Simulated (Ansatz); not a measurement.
## CdAu: computed properties

Theory: DFT r2SCAN, scalar-relativistic, plane waves, PAW in Ansatz.

Cutoff 500 eV; k points 10×14×10 on the computed 4-atom cell (Γ-centred); Gaussian smearing, width 0.10 eV; no spin polarisation.

The structure is relaxed at this level of theory with its symmetry kept. Whether it is the stable form of this composition wasn't checked.

```
Cd Au
1.0
     4.76037    0.00000    0.00000
     0.00000    3.24107    0.00000
     0.00000    0.00000    4.87783
Cd Au
2 2
Direct
  0.25000 0.00000 0.29441
  0.75000 0.00000 0.70559
  0.25000 0.50000 0.79983
  0.75000 0.50000 0.20017
```

| Quantity | Value |
| --- | --- |
| Space group | Pmma (No. 51) |
| Volume per atom | 127.0 bohr³ |
| Formation energy from the elements' standard states (uncorrected) | -0.212 eV/atom |
| Generalised Kohn–Sham band gap | none (metal) |
| Density of states at the Fermi level | 1.04 states/eV per cell |
| Bader charges (e) | Cd (2 in the cell) 0.55, Au (2 in the cell) -0.55 |

Spin-orbit coupling is left out, which matters for the bands of heavy elements.

Cost: 1 run of about 6.2 core-minutes, on Arm Neoverse V1 (shared hosts).